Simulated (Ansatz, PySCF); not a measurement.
Species: HS, charge -1, multiplicity 1. Whether it binds its extra electron was not tested at this geometry. 
Coordinates optimised at B3LYP-D3(BJ)/def2-TZVP (Ansatz, a quantum-chemistry and plane-wave program):
```
S
H 1 1.3491
```
Charge -1, spin multiplicity 1.

Total electronic energies in hartree. Correlated levels leave the core frozen unless marked. Spin-orbit coupling is left out. Non-relativistic. FCI takes restricted orbitals. Basis-set limits of correlation are two-point, X^-3; Hartree-Fock from the larger set.

```tsv
level	program	energy (Eh)
HF/6-31G	Ansatz	-398.07584
HF/def2-TZVPD	PySCF	-398.13854
RI-HF/cc-pV(Q+d)Z	Ansatz	-398.14427
BLYP-D3(BJ)/def2-TZVPD	Ansatz + dftd3	-398.83779
BHLYP-D3(BJ)/def2-TZVPD	Ansatz + dftd3	-398.83336
TPSSh/def2-TZVPD	PySCF	-398.85455
PW6B95-D3(BJ)/def2-TZVPD	PySCF + dftd3	-399.16072
HSE06-D4/def2-TZVPD	Ansatz + dftd4	-398.68807
CAM-B3LYP-D3(BJ)/def2-TZVPD	Ansatz + dftd3	-398.85061
CAM-B3LYP-D4/def2-TZVPD	Ansatz + dftd4	-398.85069
LC-wPBE-D3(BJ)/def2-TZVPD	Ansatz + dftd3	-398.72294
MP2/6-31G	Ansatz	-398.12751
MP2/cc-pV(T+d)Z	Ansatz	-398.32620
RI-MP2/CBS(aug-cc-pV(T+d)Z,aug-cc-pV(Q+d)Z)	Ansatz	-398.3746
SCS-MP2/def2-QZVPP	Ansatz	-398.35954
SCS-MP2/def2-QZVPPD	Ansatz	-398.36426
CCSD/aug-cc-pV(Q+d)Z	Ansatz	-398.37993
CCSD(T)/6-31G	Ansatz	-398.13938
CCSD(T)/def2-SVP	Ansatz	-398.12100
CCSD(T)/def2-QZVPPD	Ansatz	-398.39012
CCSD(T)/cc-pV(5+d)Z	Ansatz	-398.39142
FCI/STO-3G	Ansatz	-393.52612
CCSD(T)/CBS(aug-cc-pV(T+d)Z,aug-cc-pV(Q+d)Z)	Ansatz	-398.4013
```

Totals of different functionals don't rank their quality; only differences between species are comparable.
